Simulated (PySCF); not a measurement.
**How far are cheaper levels from CCSD(T)/CBS for SiO⁺?**

PySCF; the state is a doublet (σ ↑). The composite is CCSD(T) extrapolated to the basis-set limit from two correlation-consistent sets, with core-valence (CV) and scalar-relativistic (SR) terms as its label shows; it has no spin–orbit coupling and nothing beyond (T). Here it is CCSD(T)/CBS(TQ)+CV+SR. It gives Re = 1.521 Å, ωe = 1149 cm⁻¹ and De = 4.80 eV to Si⁺ + O.

```
   level        basis     relativity  Re (Å)  ωe (cm⁻¹)  De (eV)
UHF-CCSD      pcseg-2  no relativity   1.524       1163     4.32
UHF-CCSD  def2-TZVPPD  no relativity   1.527       1146     4.26
     PBE  6-311G(d,p)  no relativity   1.537       1140     5.17
     PBE      pcseg-2  no relativity   1.526       1154     5.39
  r²SCAN      pcseg-2  no relativity   1.514       1185     5.12
  r²SCAN  def2-TZVPPD  no relativity   1.517       1174     5.11
   M06-L  def2-TZVPPD  no relativity   1.517       1161     4.97
   TPSSh      pcseg-2  no relativity   1.519       1163     4.79
    PBE0  def2-TZVPPD  no relativity   1.516       1158     4.71
   HSE06  def2-TZVPPD  no relativity   1.517       1153     4.69
```

**Question.** Give the difference of each row from the composite.

**Answer.** 

```tsv
level	basis	ΔRe (pm)	Δωe (%)	ΔDe (eV)
UHF-CCSD	pcseg-2	+0.3	+1.2	-0.48
UHF-CCSD	def2-TZVPPD	+0.6	-0.3	-0.54
PBE	6-311G(d,p)	+1.6	-0.8	+0.37
PBE	pcseg-2	+0.5	+0.4	+0.59
r²SCAN	pcseg-2	-0.7	+3.1	+0.32
r²SCAN	def2-TZVPPD	-0.4	+2.2	+0.31
M06-L	def2-TZVPPD	-0.4	+1.0	+0.17
TPSSh	pcseg-2	-0.2	+1.2	-0.01
PBE0	def2-TZVPPD	-0.5	+0.8	-0.09
HSE06	def2-TZVPPD	-0.4	+0.3	-0.11
```

**Question.** Which rows come closest in De?

**Answer.** TPSSh in pcseg-2 (-0.01 eV), counted from the composite.

Correlated steps freeze 6 core orbitals. For an ion De counts to the pair picked by the measured ionisation energies or electron affinities, which need not be the lowest pair at this level. The CCSD T1 diagnostic is raised in SiO⁺, a sign that a single reference may not be enough there. The state is the lowest determinant that a PBE0 search found; another state may lie lower at other levels.
